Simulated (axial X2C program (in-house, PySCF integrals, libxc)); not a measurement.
What spin–orbit coupling does to NaCl⁺

Computed with an axial X2C code built on PySCF integrals. Spin-free means the one-electron spin-free X2C Hamiltonian; two-component (2c) means X2C with spin–orbit coupling and atomic mean-field two-electron Coulomb and Gaunt terms, so the difference of the two also holds small scalar two-electron terms. Basis: Cl dyall-av3z [9s8p3d2f], Na dyall-cv3z [9s8p5d2f] (cores contracted in-house); Gaussian nuclei, density fitting, unrestricted open shells. Masses: Cl 34.969 u, Na 22.990 u.

Spin-free state: M_S = 1/2, Λ = 1 (beyond evenly filled blocks: π+α, π+β, π-α); fragments Cl + Na+.

```json
{"level": "PBE0", "Re (Å)": "2.784", "ωe (cm⁻¹)": "158.9", "De (eV)": "0.255", "μ (D)": "6.68"}
{"level": "HF", "Re (Å)": "2.848", "ωe (cm⁻¹)": "145.1", "De (eV)": "0.142", "μ (D)": "7.03"}
{"level": "MP2", "Re (Å)": "2.801", "ωe (cm⁻¹)": "154.1", "De (eV)": "0.315", "μ (D)": "n/a"}
{"level": "CCSD", "Re (Å)": "2.818", "ωe (cm⁻¹)": "149.6", "De (eV)": "0.317", "μ (D)": "n/a"}
{"level": "CCSD(T)", "Re (Å)": "2.807", "ωe (cm⁻¹)": "152.8", "De (eV)": "0.287", "μ (D)": "n/a"}
{"level": "PBE50", "Re (Å)": "2.775", "ωe (cm⁻¹)": "159.2", "De (eV)": "0.247", "μ (D)": "6.72"}
```

Correlated methods: 15 electrons correlated (number of frozen shells: Cl 2 s, 1 p; Na 1 s), 219 virtual spin orbitals or spinors in MP2, 89 natural virtuals in coupled cluster.

Dipoles are positive if Na is the positive end and refer to the centre of mass.

Question: Within this multiplet, which Ω should lie lowest by the rule for regular and inverted multiplets?

Answer: The open π shell holds three electrons, one hole, so the multiplet is inverted: Ω = Λ + 1/2 = 3/2. The PBE0 2c search agrees, though Ω = 1/2 of the search lies only 0.07 eV higher.

Two-component determinant lowest at the distance of the search:

Ω = 3/2 (⟨Sz⟩ = 0.50, ⟨Lz⟩ = 1.00 at HF); fragments Cl + Na+.

```tsv
level	Re (Å)	ωe (cm⁻¹)	De (eV)	μ (D)
PBE0	2.784	158.9	0.288	6.68
HF	2.848	145.2	0.119	7.03
MP2	2.801	154.2	0.315	n/a
CCSD	2.813	151.9	0.318	n/a
CCSD(T)	2.804	154.7	0.291	n/a
PBE50	2.775	159.2	0.275	6.72
```

Question: From the two tables, how do the constants change at the CCSD(T) level (2c against spin-free)?

Answer: At the CCSD(T) level Re goes down by 0.003 Å and ωe rises by 1.9 cm⁻¹; De changes by 0.004 eV.

One determinant describes the state; a PBE0 search over occupations chose it and may have missed a lower one. De is counted from the lowest determinant-based energies of the atoms at the same level, without counterpoise correction. Density functionals use the spin component along the axis (collinear). CCSD and (T) use frozen natural virtuals with an MP2 correction for the truncation; (T) itself is uncorrected, so its De runs slightly low. The 2c atoms are single determinants rather than J levels; their spin–orbit lowering is only partly caught, and De is too large by that part. This holds for PBE0, PBE50. PBE0 can misorder states that lie within some tenths of an eV, so this need not be the ground state of the molecule. The nearest other spin-free determinant of the search, M_S = 1/2, Λ = 0, lies 0.33 eV up at the distance of the search. Without a current term, density functionals place determinants with orbital angular momentum somewhat too high. The atomic limit has a lower orbital projection than the molecule and lies lower at mean-field level, so De may be about a tenth of an eV too small.
